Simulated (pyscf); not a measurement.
H₂N–SiH₂–F + H₂ -> H₂N–SiH₂–F + H₂ (four-centre exchange; singlet surface; H–Si, H–H broken, H–Si, H–H formed). Structures and frequencies: ωB97X-D3(BJ)/def2-SVP in PySCF. Energies in kcal/mol from the separated reactants.

```
level                   barrier  reaction energy
----------------------  -------  ---------------
ωB97X-D3(BJ)/def2-TZVP     60.4              0.0
PBE/def2-TZVP                 ?              0.0
r²SCAN/def2-TZVP           54.6              0.0
B3LYP-D3(BJ)/def2-TZVP        ?              0.0
PBE0-D3(BJ)/def2-TZVP      55.0              0.0
ωB97M-D3(BJ)/def2-TZVP     59.6              0.0
```

Task: Some entries are withheld; supply them.

Result: 
- PBE/def2-TZVP, barrier: 52.5
- B3LYP-D3(BJ)/def2-TZVP, barrier: 59.3

The functionals in the table span 7.9 kcal/mol in this barrier, from PBE to ωB97X-D3(BJ)/def2-TZVP. At the saddle there is also a short H–Si contact that neither side keeps. The same reactants have a lower exit, to F–SiH₃ + NH₃ (barrier +44.9 kcal/mol at ωB97M-D3(BJ)/def2-TZVP, against +59.6 kcal/mol here). This is the saddle that the search found; another between the same sides may lie lower.
